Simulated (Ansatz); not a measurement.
Consider the isomerisation: `N=CCN` → `CC(=N)N`.

Isolated molecules relaxed with PBE0-D4/def2-TZVP in Ansatz; ΔE leaves out vibrations. CCSD(T)/CBS is the MP2 limit (def2-TZVPP, def2-QZVPP) plus CCSD(T) − MP2 in def2-TZVPP, frozen cores. DFT in def2-TZVPP. B3LYP here is the variant with VWN-RPA as its local correlation; programs differ in this. One conformer a species, not always the lowest.

`N=CCN`:

Z-matrix (Å, degrees):
```
C
C 1 1.501
N 1 1.442 2 116.8
H 1 1.098 2 107.8 3 123.8
H 1 1.098 2 107.8 3 -123.8
N 2 1.263 1 121.6 3 0.2
H 2 1.100 1 115.1 3 -179.8
H 3 1.014 1 109.0 2 -56.8
H 3 1.014 1 109.0 2 56.8
H 6 1.018 2 111.2 1 180.0
```

`CC(=N)N`:

Cartesian coordinates in Å:
```
C -0.742 0.965 -0.290
C -0.044 -0.351 -0.132
N -0.556 -1.401 -0.636
N 1.161 -0.274 0.531
H -1.653 0.819 -0.864
H -0.996 1.389 0.686
H -0.098 1.682 -0.807
H 0.023 -2.222 -0.458
H 1.574 -1.132 0.853
H 1.330 0.525 1.117
```

Q: Is it downhill or uphill in electronic energy at CCSD(T)/CBS, and by how much? (An estimate is asked.)

A: Computed: Downhill: ΔE = -63.3 kJ/mol.

Q: What do these levels give: BLYP-D4, r2SCAN-D4, B97M-V, B3LYP-D4, B2PLYP, BHLYP, LC-ωPBE, HF/def2-SVP, CCSD(T)/def2-SVP, SCS-MP2/def2-QZVPP, HF/CBS(def2), MP2/CBS(def2)? (Best estimate.)

A: Computed: BLYP-D4 -69.3, r2SCAN-D4 -75.3, B97M-V -72.0, B3LYP-D4 -69.3, B2PLYP -68.1, BHLYP -68.1, LC-ωPBE -70.3, HF/def2-SVP -63.3, CCSD(T)/def2-SVP -59.3, SCS-MP2/def2-QZVPP -64.0, HF/CBS(def2) -64.2, MP2/CBS(def2) -69.2 kJ/mol.

Q: What do rigid-rotor, harmonic-oscillator terms from PBE0-D4/def2-TZVP frequencies (298.15 K, 1 bar) make of the CCSD(T)/CBS value? (Estimate.)

A: Computed: ΔZPE = -1.7 kJ/mol, ΔH = -64.9 kJ/mol, ΔS = -1 J/(mol·K), ΔG = -64.5 kJ/mol.

Largest T1 diagnostic among the species: 0.012.

At CCSD(T), def2-SVP lies +4.1 kJ/mol from the extrapolated value and def2-TZVPP +1.9 kJ/mol. Leaving LDA and LC-ωPBE aside and taking each functional with its dispersion term where it has one, the values, not all of them listed here, spread over 9.0 kJ/mol, from r2SCAN-D4 to ωB97M-V. LDA lies −7.7 kJ/mol from PBE without D4.
